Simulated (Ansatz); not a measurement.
**Bulk modulus of some III–V compounds, all zinc-blende**

Method: B3LYP (VWN-RPA form) (plane waves, PAW; Ansatz, a program for electronic structure). References are measured values corrected to a static lattice.

Values in GPa.

```csv
solid,reference,B3LYP (VWN-RPA form),error (%)
zinc-blende GaP,89.6,77.6,-13.4
zinc-blende BP,176 (168–176),162,-8.0
zinc-blende GaAs,76.7,62.1,-19.0
zinc-blende InAs,58.6,48.5,-17.2
cubic BN,410 (388–410),386,-5.9
zinc-blende InP,72,60.4,-16.1
zinc-blende AlAs,75,69.0,-8.0
zinc-blende InSb,46.1,36.7,-20
```

Over these 8 solids the mean error is -13.5 %, the mean absolute error 13.5 % (median 14.8 %), and the worst case zinc-blende InSb at -20 %; the value is too low in 8 of 8 cases.

All these references are brought to a static lattice.

Spin–orbit coupling is left out, also for the solids with elements from indium on (zinc-blende InAs, zinc-blende InP, zinc-blende InSb); its size isn't shown.

Brackets give the range of the sources taken for a reference, where it is wide; it can hold other temperatures.

Differences are worked out from the printed values.

Each level is taken at its own relaxed cell. Caveats: the gap of the solid is closed in this run (zinc-blende InAs, zinc-blende InSb). Ansatz's density-functional and Hartree–Fock values are scalar-relativistic unless marked +SOC, with PAW data made under PBE.

Not in this set, of the III–V compounds with a reference value in our tables and a result at some level: 3 for a reference at room or unstated temperature; 1 for a high-temperature or high-pressure phase; 1 for sources at odds. These can be a level's best or worst cases. At least 2 more with a reference value are held back for tests. Solids without a released value at any level aren't counted. Layered and molecular crystals are counted apart.

References as tabulated in Mejia-Rodriguez and Trickey (2018), arXiv:1807.09216; Goldzak et al. (2022), arXiv:2208.04865.
